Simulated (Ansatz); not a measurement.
Born–Oppenheimer molecular dynamics of CH$_{5}$SSi (8 atoms, charge 1, multiplicity 1). It starts at the highest image of a converged band. Of that band: Neighbouring images differ by up to 1.3 eV, so the band resolves the path poorly. A vibrational analysis at the climbing image gives one clearly imaginary mode, 1111i cm⁻¹: a first-order saddle point.

The calculation used RKS PBE0-D4/def2-SVP (Ansatz).

```json
{
 "ensemble": "NVE (velocity Verlet)",
 "time step": "0.5 fs",
 "steps asked": "200",
 "starting velocities drawn for": "300 K",
 "seed": "7405"
}
```

First frame:

```xyz
8
Properties=species:S:1:pos:R:3
C -0.652 0.942 -0.397
S -0.059 0.066 1.069
Si 1.464 -1.417 0.738
H -1.517 0.390 -0.799
H 0.147 1.005 -1.149
H -0.986 1.933 -0.054
H 1.642 -1.266 -0.750
H -0.039 -1.653 1.342
```

Problem. How far do the bonds stretch over the last three quarters of this one trajectory? (Pairs bonded in most of those frames.)

Solution. 
```
  bond  mean (Å)  spread (Å)  shortest  longest
 C1–S2     1.827       0.020      1.79     1.86
 C1–H4     1.101       0.017      1.07     1.13
 C1–H5     1.097       0.005      1.09     1.11
 C1–H6     1.101       0.012      1.08     1.12
S2–Si3     2.051       0.021      2.01     2.08
Si3–H7     1.537       0.067      1.41     1.66
Si3–H8     1.546       0.065      1.45     1.69
```

Mean temperature of the second half: 1543 K. The conserved energy stayed within 0.28 meV per atom of its start (net change 0.0062 meV per atom), so the integration is sound. The system heated up, since it started high on the potential surface and ran downhill. A run of 0.1 ps of so small a system gives no equilibrium averages. The orbitals stay closed-shell, which can raise the energy where a bond breaks towards radicals; this wasn't checked here. Limits of this set-up: the dipole of an ion depends on the origin.

Run time: 4.2 min on 1 thread of Intel(R) Xeon(R) 6975P-C (Granite Rapids), with other jobs on the host, peak memory 0.24 GiB.
